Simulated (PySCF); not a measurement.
Name the molecule from its bond curve

A diatomic of charge 0 contains N. Its doublet curve at PBE0 in a triple-zeta basis (no relativity, PySCF), in eV from the separated fragments:

R (Å), E (eV) and a bar:
```
    1.347     -2.696 ############################
    1.409     -3.668 ############
    1.472     -4.208 ####
    1.519     -4.400 #
    1.566     -4.454 
    1.613     -4.399 #
    1.676     -4.204 ####
    1.754     -3.828 ##########
    1.848     -3.288 ###################
    1.973     -2.567 ##############################
```

The fit gives ωe = 1197 cm⁻¹ and the rotational constant Bₑ = 0.7387 cm⁻¹.

Q: Which atom is the partner?

A: The minimum lies at 1.564 Å, so the reduced mass is 16.8576 u Å² cm⁻¹/(Bₑ·Re²) = 9.329 u. With N at 14.00 u the partner weighs about 28.0 u: Si. The molecule is SiN.

The state is the lowest determinant that a PBE0 search found; another state may lie lower at other levels.
